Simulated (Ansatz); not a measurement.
## Ansatz (development build ahead of 0.2.0) run

```yaml
crystal:
  periodic: [false, false, false]
  atoms:
    - { symbol: Al, position_ang: [0.0, 0.0, 0.0] }
    - { symbol: S, position_ang: [0.0, 0.0, 1.92755] }
basis:
  gaussian: { orbitals: def2-SVP }
magnetization:
  initial_magnetization: 1
hamiltonian:
  xc: hf
correlation:
  method: ccsd_t
  frozen_orbitals: { Al: 5, S: 5 }
scf:
  omitted_lower_state_checks: [starts, atomic_configurations, cluster_reference, orbital_swaps, given_window_search, neighbouring_geometries, increment]
```

The input is written out in the form of the current development build from the run's settings. Correlation on restricted open-shell orbitals is semicanonical, with singles.

Results

```json
{"Converged": "yes", "Reference energy": "-639.23961 hartree", "Correlation energy": "-0.19103 hartree", "Total energy": "-639.43063 hartree", "Stability test": "minimum among restricted orbitals"}
```
